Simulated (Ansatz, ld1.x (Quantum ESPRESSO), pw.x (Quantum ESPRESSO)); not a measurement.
boron: does the TM potential hold in the solid?

ld1.x (Quantum ESPRESSO) 7.5 input, shortened:

```
&input
   title='B', zed=5., rel=1, dft='PW', iswitch=3,
   config='[He] 2s2 2p1 3d-2'
 /
 &inputp
   pseudotype=2, tm=.true., lloc=0,
   nlcc=.true., rcore=1.65
 /
3
2P  2  1   1.00   0.00  3.90  3.90  0.0
3D  3  2  -2.00  -0.05  3.30  3.30  0.0
2S  1  0   2.00   0.00  1.70  1.70  0.0
 &test
   configts(1)='2s2 2p1'
 /
```

Atomic tests: cutoffs needed: 18 Ry and 40 Ry (the cutoffs (Ry, on a coarse ladder) from which the occupation-weighted sum of valence levels, in a spherical-Bessel basis at the reference potential, stays within 10 and 1 mRy of its value at 400 Ry); ghost test: no extra level below or beside the all-electron valence levels (p, d, s, f tested) (spherical-Bessel basis up to 400 Ry, 20 bohr box); configuration tests: 1 of 9 tests not solved or not reliable.

Crystal test: sc B in pw.x 7.5, no spin, 17³ k-points, Fermi–Dirac smearing 0.01 Ry, cutoffs 50/200 Ry. The reference is all-electron LAPW (Ansatz 0.2.0) with the same functional, mesh and smearing; V0 and B0 come from Birch–Murnaghan fits to the pressures at five volumes. Errors are pseudo minus all-electron; Δ is the rms difference of the E(V) curves that follow from these fits, minima aligned, over ±6 % about the mean V0. Mesh and smearing are coarse, so the numbers serve the comparison and aren't converged zero-temperature values; the lattice is a test structure that the element need not adopt.

All-electron: a0 = 1.865 Å (V0 = 6.49 Å³/atom), B0 = 249.7 GPa.

Question: How far does the potential miss the all-electron equation of state?

Answer: converged, but broken (pressure over 100 GPa off). The pressure does not cross zero within the volumes sampled, so no fit is given. The largest radius (3.90 bohr) exceeds half the bond length (1.77 bohr), so the spheres overlap, which is one possible source of error among others. The pseudo pressure rises with volume over the whole range, a mechanical instability. Atomic configuration tests: 1 of 9 tests not solved or not reliable. A pressure error of this size marks a broken potential; the numbers have no physical meaning.

```
V (Å³/atom)  P all-electron (GPa)  P pseudo (GPa)
      6.193                 12.68         -110.50
      6.356                  5.37         -109.64
      6.519                 -1.14         -108.48
      6.682                 -6.94         -107.11
      6.845                -12.11         -105.57
```

Question: At the middle volume, how do free energy and pressure move when the wave cutoff is lowered (ecutrho kept at four times it)?

Answer:

| cutoff (Ry) | shift of F (meV/atom) | shift of P (GPa) |
| --- | --- | --- |
| 22 | +18.9 | -0.15 |
| 30 | +16.2 | -0.01 |
| 40 | +5.5 | -0.43 |

Input at the middle volume:

```
&control
  calculation='scf', prefix='x', pseudo_dir='./', outdir='./tmp', tstress=.true., disk_io='low'
/
&system
  ibrav=0, nat=1, ntyp=1, ecutwfc=50, ecutrho=200, nbnd=8,
  occupations='smearing', smearing='fd', degauss=0.01
/
&electrons
  conv_thr=1e-09, mixing_beta=0.4, electron_maxstep=70
/
ATOMIC_SPECIES
B 1.0 B.UPF
CELL_PARAMETERS angstrom
  1.86807221 0.00000000 0.00000000
  0.00000000 1.86807221 0.00000000
  0.00000000 0.00000000 1.86807221
ATOMIC_POSITIONS crystal
B 0.0000 0.0000 0.0000
K_POINTS automatic
17 17 17 0 0 0
```

```bash
pw.x < B.scf.in > B.scf.out
```

Lines of the output:

```
Message from routine setup:
     using ibrav=0 with symmetry is DISCOURAGED, use correct ibrav instead
     lattice parameter (alat)  =       3.5301  a.u.
     unit-cell volume          =      43.9924 (a.u.)^3
     number of electrons       =         3.00
     number of Kohn-Sham states=            8
     kinetic-energy cutoff     =      50.0000  Ry
     charge density cutoff     =     200.0000  Ry
     scf convergence threshold =      1.0E-09
     Exchange-correlation= PW
     number of k points=   165  Fermi-Dirac smearing, width (Ry)=  0.0100
     iteration #  1     ecut=    50.00 Ry     beta= 0.40
     total energy              =      -5.66244044 Ry
     estimated scf accuracy    <       0.00565524 Ry
     iteration #  2     ecut=    50.00 Ry     beta= 0.40
     total energy              =      -5.66283630 Ry
     estimated scf accuracy    <       0.00206382 Ry
     iteration #  3     ecut=    50.00 Ry     beta= 0.40
     total energy              =      -5.66284156 Ry
     estimated scf accuracy    <       0.00000004 Ry
     iteration #  4     ecut=    50.00 Ry     beta= 0.40
     total energy              =      -5.66284158 Ry
     estimated scf accuracy    <          5.7E-09 Ry
     iteration #  5     ecut=    50.00 Ry     beta= 0.40
     the Fermi energy is     9.6542 ev
!    total energy              =      -5.66284158 Ry
     estimated scf accuracy    <          1.5E-10 Ry
     smearing contrib. (-TS)   =      -0.00167888 Ry
     The total energy is F=E-TS. E is the sum of the following terms:
     one-electron contribution =       3.67832278 Ry
     hartree contribution      =       0.04721452 Ry
     xc contribution           =      -2.15309388 Ry
     ewald contribution        =      -7.23360612 Ry
     convergence has been achieved in   5 iterations
          total   stress  (Ry/bohr**3)                   (kbar)     P=    -1084.84
```

The run at the middle volume (165 k-points, 5 iterations) took about 1.7 s on one core of a shared host (Neoverse-V1, 32 threads, 247 GiB, load 21).
